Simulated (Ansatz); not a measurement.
**A ladder of methods for SiCl2 (SMILES Cl[Si]Cl)**

SiCl2: 3 atoms, total charge 0, spin state singlet. As SMILES, `Cl[Si]Cl`. Geometry: relaxed at PBE0-D4/def2-TZVP.

```xyz
3

Cl    0.2938    1.6038    0.3380
Si   -0.7701   -0.0104   -0.4220
Cl    0.4763   -1.5934    0.0840
```

Quantity: the energy change with the Cl1–Si2 bond stretched from 2.077 to 3.116 Å, in eV. The values are calculated.

```
                      level                    kind  program  value (eV)  less FCI/STO-3G
 revPBE/STO-3G (restricted)                     GGA   Ansatz        2.53            -0.47
 r2SCAN/STO-3G (restricted)                meta-GGA   Ansatz        2.79            -0.21
r2SCAN0/STO-3G (restricted)         hybrid meta-GGA   Ansatz        3.13            +0.13
wB97M-V/STO-3G (restricted)  range-separated hybrid   Ansatz        3.33            +0.33
  wB97X/STO-3G (restricted)  range-separated hybrid   Ansatz        3.37            +0.37
    MP2/STO-3G (restricted)     perturbation theory   Ansatz        3.23            +0.23
   CCSD/STO-3G (restricted)   coupled cluster or CI   Ansatz        3.04            +0.04
 CCSDTQ/STO-3G (restricted)   coupled cluster or CI   Ansatz        3.00             0.00
                 FCI/STO-3G      exact in the basis   Ansatz        3.00             0.00
```

FCI/STO-3G is exact within its basis and frozen core, so for wave-function methods in that basis the difference is their error; functionals converge differently with the basis, so for them it is only a difference. The first shape isn't each level's own minimum. The values span 2.53 to 3.37 eV. All rows use very small basis sets, so none should be taken for the real molecule's value.
